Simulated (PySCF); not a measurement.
A PySCF script (with the pyscf-properties extension) for the NMR shieldings of Thionylimide (S(=N)=O, HNOS), on a PBE0-D3(BJ)/def2-TZVP geometry:

```python
import basis_set_exchange as bse
import numpy as np
from pyscf import gto, dft
from pyscf.prop import nmr

atoms = """
N    -0.412659    0.102032   -1.720263
S    -0.384659   -1.298631   -1.172052
O    -1.210802   -1.653441   -0.036522
H    -1.031545    0.769676   -1.257714
"""
names = dict.fromkeys(["N", "S", "O", "H"], "pcSseg-2")
basis = {el: gto.basis.parse(bse.get_basis(n, elements=[el], fmt="nwchem")) for el, n in names.items()}
mol = gto.M(atom=atoms, basis=basis, charge=0, verbose=0)
mf = dft.RKS(mol, xc="HYB_GGA_XC_B97_2")
mf.grids.level = 2
mf.grids.alignment = dft.numint.BLKSIZE   # the property module wants whole blocks of grid points
mf.conv_tol = 1e-9
mf.kernel()

calc = nmr.RKS(mf)   # GIAO
C = mf.mo_coeff
Co = C[:, mf.mo_occ > 0]
resp = mf.gen_response(singlet=True, hermi=2)
def vind(x):   # induced exchange potential for any number of trial vectors
    d = np.einsum("pi,xij,qj->xpq", C, 2 * x.reshape(-1, C.shape[1], Co.shape[1]), Co, optimize=True)
    return np.einsum("xpq,pi,qj->xij", resp(d - d.transpose(0, 2, 1)), C, Co, optimize=True).ravel()
mo1, _ = nmr.rhf.solve_mo1(calc, with_cphf=vind)
sigma = calc.kernel(mo1)
for i, s in enumerate(sigma):   # ppm
    print("%2d %-2s %9.2f" % (i, mol.atom_pure_symbol(i), np.trace(s) / 3))
```

Problem. What are the results?

Solution. 
```
 0 N     -76.77
 1 S    -204.40
 2 O    -205.75
 3 H      20.48
```

These numbers come from an equivalent density-fitted implementation of the same equations, which agrees with the script to about 0.01 ppm for H and up to a few tenths of a ppm for heavy atoms, so last digits may differ.

Problem. Turn these shieldings into chemical shifts. References, each an isolated molecule treated in the same way: 15N (261.75 ppm) vs NH3; CS2 for 33S (517.10 ppm); H2O for 17O (327.66 ppm); 1H (31.64 ppm) against TMS.

Solution. Averaging equivalent atoms: N 0: 338.5; S 1: 722; O 2: 533.4; H 3: 11.15 ppm. Unscaled 17O shifts of doubly bonded oxygen tend to come out too high, by tens of ppm or more. Experimental scales use liquid or dissolved standards, which lie at an offset from isolated NH3 (liquid NH3: subtract about 20 ppm) and H2O (liquid H2O: subtract about 36 ppm). Unscaled 15N shifts of sp2 nitrogen come out 20 to 40 ppm too high even then.

Size and cost of the density-fitted run: 129 basis functions, 3.7 s wall time on 1 thread of an Intel Xeon Platinum 8375C, shared host; peak memory 0.45 GiB.
